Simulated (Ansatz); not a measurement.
`[F][Mg][SH]` at its PBE0-D4/def2-TZVP geometry, where that method's forces vanish. The species carries charge 0 and has multiplicity 1.

```
atom    x (Å)    y (Å)    z (Å)
  F1  -1.0067  -2.2782   0.0363
 Mg2  -0.4862  -0.6135  -0.0971
  S3   0.1639   1.5602  -0.2859
  H4   1.3290   1.3315   0.3466
```

Problem. For each bond, give half the difference of the two atoms' forces along it (eV/Å; positive pushes the atoms apart) under PBE-D4, r2SCAN-D4, B3LYP-D4, ωB97M-V in def2-TZVPP. (Estimate.)

Solution. Ansatz gave: 
```csv
bond,length (Å),PBE-D4,r2SCAN-D4,B3LYP-D4,ωB97M-V
F1–Mg2,1.749,0.31,0.02,0.07,0.09
Mg2–S3,2.277,-0.05,0.03,0.02,-0.03
S3–H4,1.345,0.25,0.00,0.00,-0.09
```

B3LYP here is the variant with VWN-RPA as its local correlation; programs differ in this.
